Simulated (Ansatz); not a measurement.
## Ansatz (development build ahead of 0.2.0) run

```yaml
crystal:
  periodic: [false, false, false]
  atoms:
    - { symbol: C, position_ang: [0.0, 0.0, 0.0] }
    - { symbol: S, position_ang: [0.0, 0.0, 1.6445] }
basis:
  gaussian: { orbitals: def2-SVP }
total_charge: 1
magnetization:
  initial_magnetization: 1
hamiltonian:
  xc: hf
correlation:
  method: mp2
  frozen_orbitals: { C: 1, S: 5 }
scf:
  omitted_lower_state_checks: [starts, atomic_configurations, cluster_reference, orbital_swaps, given_window_search, neighbouring_geometries, increment]
```

The input is written out in the form of the current development build from the run's settings. Correlation on restricted open-shell orbitals is semicanonical, with singles.

Results

| Property | Result |
| --- | --- |
| Converged | yes |
| Reference energy | -434.73540 hartree |
| Correlation energy | -0.25439 hartree |
| Total energy | -434.98980 hartree |
| Spin squared of the determinant | 0.750 |
| Stability test | minimum among restricted orbitals |
| Occupied orbitals by symmetry in an Abelian subgroup (alpha; beta) | 7 A1 2 B1 2 B2; 6 A1 2 B1 2 B2 |

Messages of the program:
```
mean field -11829.75293508 eV, -434.7354018696 hartree, gradient 2.0e-6 eV, S^2 0.750000; 0 other ends of a descent, 0 dependent functions left out
```

Caution: an unrestricted determinant lies well below.
